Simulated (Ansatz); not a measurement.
**C₃H₉NO: basis-set convergence**

The task here is to estimate one member of a computed series from the others.

The runs use Ansatz 0.2.0, Gaussian basis; one geometry, several basis sets.

Plan: PBE0-D4/def2-SVP; ωB97M-V/def2-SVP; PBE0-D4/def2-QZVPP; ωB97M-V/def2-QZVPP; the functionals' def2-TZVPP values are taken from earlier runs.

**The geometry**

An earlier PBE0-D4 in a triple-zeta def2 set relaxation fixed the geometry.

SMILES `CC(O)CN`, 14 atoms, charge 0, spin multiplicity 1.

Atoms are counted from 1 here; the program's logs count them from 0.

Bond lengths: C1–C2 1.509 Å, C1–H6 1.093 Å, C1–H7 1.091 Å, C1–H8 1.093 Å, C2–O3 1.408 Å, C2–C4 1.522 Å, C2–H9 1.105 Å, O3–H10 0.969 Å, C4–N5 1.457 Å, C4–H11 1.094 Å, C4–H12 1.099 Å, N5–H13 1.010 Å, N5–H14 1.012 Å. Angles: C2–C1–H6 110.9°, C2–C1–H7 110.3°, C2–C1–H8 110.2°, H6–C1–H7 108.4°, H6–C1–H8 108.8°, H7–C1–H8 108.1°, C1–C2–O3 108.9°, C1–C2–C4 112.4°, C1–C2–H9 108.8°, O3–C2–C4 109.3°, O3–C2–H9 109.6°, C4–C2–H9 107.9°, C2–O3–H10 104.6°, C2–C4–N5 108.9°, C2–C4–H11 108.1°, C2–C4–H12 109.8°, N5–C4–H11 108.0°, N5–C4–H12 114.2° and more.

Set-up of the first run:

in.yaml

```yaml
crystal:
  periodic: [false, false, false]
  atoms:
    - {symbol: C, position_ang: [-1.718765, 0.317726, 0.512547]}
    - {symbol: C, position_ang: [-0.334776, 0.537408, -0.047667]}
    - {symbol: O, position_ang: [0.364832, 1.417912, 0.799077]}
    - {symbol: C, position_ang: [0.448756, -0.760485, -0.181435]}
    - {symbol: N, position_ang: [1.818585, -0.447237, -0.566473]}
    - {symbol: H, position_ang: [-2.303255, -0.338874, -0.136714]}
    - {symbol: H, position_ang: [-2.245420, 1.268858, 0.604243]}
    - {symbol: H, position_ang: [-1.656175, -0.133369, 1.506012]}
    - {symbol: H, position_ang: [-0.424911, 0.984232, -1.054541]}
    - {symbol: H, position_ang: [1.299549, 1.263521, 0.594586]}
    - {symbol: H, position_ang: [0.475915, -1.244250, 0.799840]}
    - {symbol: H, position_ang: [-0.069135, -1.438976, -0.873952]}
    - {symbol: H, position_ang: [2.447909, -1.212833, -0.370813]}
    - {symbol: H, position_ang: [1.883792, -0.242732, -1.555809]}
basis:
  gaussian: {orbitals: def2-SVP}
hamiltonian: {xc: pbe0, dispersion: d4}
output: {orbitals: {seedname: orbitals}}
```

Run with:

```bash
$ ansatz run in.yaml --threads 4 --pin off --events-out ev --progress --plain --max-ram 10444MiB
```

Steps of the session up to this table: PBE0-D4 in def2-SVP; ωB97M-V in def2-SVP; PBE0-D4 in def2-QZVPP; ωB97M-V in def2-QZVPP.

One of the session's tables, all rows but one given; the rest of the session is left out.

It belongs to the step «Density functionals: the series». 

| functional | basis | HOMO (eV) | LUMO (eV) |
| --- | --- | --- | --- |
| PBE0-D4 | def2-SVP | -6.96 | 1.61 |
| PBE0-D4 | def2-TZVPP | -7.21 | 0.87 |
| PBE0-D4 | def2-QZVPP | -7.27 | 0.47 |
| ωB97M-V | def2-SVP | -9.38 | 3.24 |
| ωB97M-V | def2-TZVPP | ? | ? |
| ωB97M-V | def2-QZVPP | -9.69 | 1.63 |

**Question.** Estimate the row for ωB97M-V, def2-TZVPP.

The run gave: HOMO (eV): -9.63; LUMO (eV): 2.25. In the column «HOMO (eV)» it lies between ωB97M-V, def2-QZVPP (-9.69) and ωB97M-V, def2-SVP (-9.38).
